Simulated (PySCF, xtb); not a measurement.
propyne cation (C₃H₄), SMILES C#CC (connectivity only; charge and spin as stated), charge +1, multiplicity 2.

Harmonic wavenumbers (cm⁻¹) from GFN2-xTB run with xtb 6.7.1 at its own minimum, in rising order: 332, 332, 570, 576, 637, 643, 899, 909, 1054, 1297, 2098, 2826, 2831, 2874, 3240.

Q: What does PBE-D3(BJ)/def2-TZVP run with PySCF 2.14.0 give at its own minimum? (An estimate is asked for; the answer gives what the named calculation found.)

A: 186, 330, 459, 587, 691, 933, 999, 1109, 1182, 1366, 2028, 2788, 2840, 3058, 3288. Paired by order, the mean absolute difference is 97 cm⁻¹ and the zero-point energies are 30.2 and 31.2 kcal/mol.
